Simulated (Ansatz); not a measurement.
What does this script print? It uses Ansatz's Python interface.

Script `bh5s_cas.py`:
```python
import ansatz as az
from ase import Atoms

atoms = Atoms(['B', 'S', 'H', 'H', 'H', 'H', 'H'], positions=[
    (-0.4522, -0.4235, -0.4629),
    (0.5848, 0.8509, 0.3809),
    (-1.6599, 0.0094, -0.4712),
    (-0.3575, -1.416, 0.0832),
    (-0.1403, -0.5153, -1.6208),
    (0.1756, 1.0169, 1.6788),
    (1.9107, 0.4097, 0.3661),
])
bh5s = az.Crystal.molecule_from_ase(atoms)

job = (
    bh5s.calculation()
    .basis(gaussian='cc-pVDZ')
    .correlation(active_electrons=4, active_orbitals=5)
)
for method in ['sc_nevpt2']:
    r = (job if method is None else job.correlation(method)).run(threads=1).report
    space = r['configurations']
    state = space['states'][0]
    print(method or 'casscf', f'total {r["free_energy_ev"] / 27.211386246:.6f} Ha, active-space state {state["energy"]["hartree"]:.6f} Ha, mean field {r["reference_energy_ev"] / 27.211386246:.6f} Ha')
    print('  determinants', state['n_determinants'], ' natural occupations', [round(n, 3) for n in space['natural_occupations']])
```

```console
$ python bh5s_cas.py
sc_nevpt2 total -425.320539 Ha, active-space state -425.097152 Ha, mean field -425.059749 Ha
  determinants 100  natural occupations [1.977, 1.97, 0.027, 0.019, 0.007]
```

What to keep in mind:
- Total energies depend on the basis set; only differences at equal settings carry meaning.
- The geometry is a force-field or estimated start, not a minimum of this method, and the basis set is short of its limit. The active space starts as a window about the frontier orbitals and is then optimised, not chosen by chemistry.
- It ran for 4.1 s on 1 thread of Arm Neoverse V1 (shared host), peak memory 0.17 GiB.
